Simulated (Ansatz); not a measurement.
Energy needed to pull apart AlH$_{3}$S$_{2}$ (SMILES [SH][AlH][SH]), closed shell, into free ground-state atoms, from the structure below (displaced at random from its PBE0-D4/def2-TZVP minimum); no zero-point or spin–orbit terms; open-shell atoms are treated unrestricted, in their ground-state multiplicity.

```xyz
6
angstrom
S -1.5572 -1.3300 -0.8373
Al -0.0429 0.0050 -0.0146
S 1.0446 -0.4074 1.7911
H -1.5663 -0.3782 -2.0504
H 0.2572 1.4986 -0.9229
H 1.8319 0.5527 2.0068
```

Ansatz 0.2.0; basis: def2-TZVPP; cores frozen in the correlated methods.

```csv
method,atomization energy (eV)
PBE-D4,?
r2SCAN-D4,17.10
PBE0-D4,16.78
wB97M-V,17.08
HF,?
MP2,16.51
CCSD,16.12
CCSD(T),16.42
```

Q: What does PBE-D4 give? (An estimate is asked for; the value comes from the calculation.)

A: The calculation gives: 17.00 eV, which is about 0.58 eV more than CCSD(T)/def2-TZVPP.

Q: What does HF give? (An estimate is asked for; the value comes from the calculation.)

A: Computed: 12.02 eV, which is about 4.40 eV less than CCSD(T)/def2-TZVPP.

In triple zeta the MP2 and coupled-cluster atomization energies are still short of their basis limit by a few kcal/mol a bond, whereas those of the functionals are nearly converged, so these differences are not deviations from converged CCSD(T).

The T1 diagnostic stays at or below 0.012.

For scale, one of the runs: CCSD(T)/def2-TZVPP forces, 168 basis functions (an equivalent command: `ansatz run in.yaml --threads 2`). Time: 96 s of wall clock on 2 CPU threads; the host was shared. Peak host memory: 2.1 GiB.
